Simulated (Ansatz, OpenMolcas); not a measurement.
From OpenMolcas to Ansatz

This OpenMolcas 26.06 job computes BF (SMILES [B]F):

run.inp:
```
* BF Kohn-Sham DFT
>>> EXPORT MOLCAS_PRINT=2

&GATEWAY
  BasLib = $CurrDir
  Coord
  2
  angstrom
  B        0.000000       0.000000      -0.325160
  F        0.000000       0.000000       1.253740
  Basis = STO-3G
  Group = NoSym

&SEWARD
  GridInput
  Grid=UltraFine
  End of Grid

&SCF
  UHF
  KSDFT = PBE
  Thresholds = 1e-10 1e-07 1e-07 1e-05
  Scramble = 0.25
  PrOrbitals = 1 1
```

```bash
$ export MOLCAS_MEM=1860
$ pymolcas run.inp > run.log
```

(Basis files named in the input come from the Basis Set Exchange and aren't shown.)

The B1–F2 distance was set to 1.579 Å, away from the relaxed value.

It gives a total energy of -122.681651 Eh.

Question: Translate the job to Ansatz 0.2.0 as an input file of the program's own.

Answer: For example:

in.yaml:
```yaml
crystal:
  periodic: [false, false, false]
  atoms:
    - {symbol: B, position_ang: [0.000000, -0.000000, -0.325160]}
    - {symbol: F, position_ang: [-0.000000, 0.000000, 1.253740]}
basis:
  gaussian:
    orbitals: STO-3G
hamiltonian:
  xc: {name: PBE}
magnetization:
  spin_polarized: true
accuracy: high
```

```bash
$ ansatz run in.yaml --threads 1 --pin off --max-ram 3480MiB --events-out events.jsonl --progress --plain --runs-dir runs
```

Its energy is -122.681651 Eh, 0.000 mEh from the first.
